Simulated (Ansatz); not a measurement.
Basis-set extrapolation for AlFH3P, SMILES `[F][AlH][PH2]` (PBE0-D4/def2-TZVP geometry, frozen core, Ansatz). Multiplicity 1, RHF reference.

|  | def2-TZVPP | def2-QZVPP |
| --- | --- | --- |
| HF | -683.988440 | -684.010667 |
| MP2 correlation | -0.487836 | -0.531034 |
| CCSD(T) correlation | -0.536768 | not run |

Energies in hartree. Use E(X) = E(∞) + A·exp(−7.88·√X) for Hartree–Fock and E(X) = E(∞) + B·X^(−2.97) for correlation, with X = 3 and 4, and add CCSD(T) minus MP2 of the smaller set to the MP2 limit.

Q: What is the CCSD(T) energy at the basis-set limit?

A: HF limit: -684.010667 + (-0.022227) × 0.13774 = -684.01373. MP2 limit: -0.531034 + (-0.043198) × 0.74074 = -0.56303. Higher-order term: -0.536768 − (-0.487836) = -0.04893. Total: -684.62569 hartree, 2.73 eV below CCSD(T)/def2-TZVPP.
